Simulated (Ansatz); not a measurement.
C3H5N can be A, `CC=C=N`, or B, `CCC#N`.

Program: Ansatz. Geometries: PBE0-D4/def2-TZVP. ΔE: electronic, gas phase. CCSD(T)/CBS adds triple-zeta CCSD(T) − MP2 to the extrapolated MP2 energy (def2 sets, frozen cores). DFT in def2-TZVPP. B3LYP here is the variant with VWN-RPA as its local correlation; programs differ in this. One conformer a species, not always the lowest.

Problem. Which is lower in electronic energy at CCSD(T)/CBS, and by how much? (Best estimate.)

Solution. Ansatz gave: B, by 27.3 kcal/mol.

Problem. Give E(B) − E(A) in kcal/mol with CCSD(T)/def2-SVP, MP2/def2-TZVPP, ωB97M-V, HF/def2-TZVPP, CCSD(T)/def2-TZVPP, PBE-D4, B3LYP. (An estimate is asked.)

Solution. Computed: CCSD(T)/def2-SVP -30.3, MP2/def2-TZVPP -30.3, ωB97M-V -25.1, HF/def2-TZVPP -30.4, CCSD(T)/def2-TZVPP -28.3, PBE-D4 -19.4, B3LYP -22.3. None reverses the order clearly.

Problem. Does the order hold for the free energy at 298.15 K (harmonic terms from PBE0-D4)? (Estimate.)

Solution. The calculation gave: Yes: G(B) − G(A) = -26.3 kcal/mol, for one conformer each.

Largest T1 diagnostic: 0.013.

From r2SCAN to r2SCAN0 (25 % exact exchange), in def2-TZVPP and without D4, E(B) − E(A) moves by −1.7 kcal/mol. At CCSD(T), def2-SVP lies −3.0 kcal/mol from the extrapolated value and def2-TZVPP −1.0 kcal/mol.
